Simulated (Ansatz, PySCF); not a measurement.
Pair of molecules: CH5N (SMILES CN) (first 7 atoms) with CH5N (SMILES CN); geometry from S66by8 set.
(charge 0, multiplicity 1):
```xyz
14

N     -1.72924     0.26224    -0.65861
H     -0.90064    -0.32261    -0.70896
H     -2.39107    -0.12742    -1.31685
C     -2.28926     0.18273     0.68876
H     -3.18334     0.80057     0.74998
H     -2.55334    -0.82452     1.02627
H     -1.57087     0.59000     1.39790
N      1.90027    -0.75574    -0.45178
H      2.19654    -0.48120    -1.37977
H      2.52382    -1.50343    -0.17659
C      2.06050     0.37948     0.46189
H      1.79031     0.06478     1.46754
H      3.06792     0.80125     0.49886
H      1.36796     1.16525     0.16923
```

Monomers are frozen at their geometry in the pair; levels with a basis set take the counterpoise correction. Rows marked so take none.

Rows in 3-21G, 6-31G* carry no dispersion term and start afresh at each structure (6-31G* with six Cartesian d functions).

The values were computed with Ansatz (Gaussian basis) for Hartree–Fock, density functionals and correlated methods; PySCF for 3-21G rows, 6-31G* rows, the dispersion terms. 

Problem. One of these levels gives -1.66 kcal/mol for the interaction energy. Which one is it?
A) HF/3-21G (no counterpoise)
B) B3LYP/def2-TZVPPD
C) BP86/6-31G* (no counterpoise)
D) PBE-D3(BJ)/def2-TZVPPD

Solution. B, B3LYP/def2-TZVPPD. The others give -3.56 (HF/3-21G (no counterpoise)), -3.06 (PBE-D3(BJ)/def2-TZVPPD), -2.49 (BP86/6-31G* (no counterpoise))

Ansatz is an electronic-structure program.
